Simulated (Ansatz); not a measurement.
1T (CdI2-type) TiTe2 was calculated with PBE (plane waves, PAW; Ansatz, a quantum-chemistry and plane-wave program).

Settings: plane-wave cutoff 520 eV, 18×18×10 k mesh (along the axes of the cell as run), Fermi–Dirac smearing 0.05 eV, no spin polarisation, scalar-relativistic PAW data made under PBE.

The cell is scaled about its equilibrium volume:

Shape and atoms are relaxed at each volume.

| V (Å³/atom) | P (GPa) | c (Å) | a (Å) |
|---|---|---|---|
| 27.341 | 0.55 | 6.710 | 3.757 |
| 27.911 | 0.20 | 6.827 | 3.763 |
| 28.481 | 0.00 | 6.962 | 3.764 |
| 29.050 | -0.14 | 7.096 | 3.766 |
| 29.620 | -0.21 | 7.233 | 3.766 |

Note: for a layered or molecular solid the relaxed cell lies over 5 % above the published volume, where the minimum can be shallow; the cell comes from a level without a dispersion term, which matters for the spacing of layers, chains or molecules; the volume lies 6 % above that of the published cell.
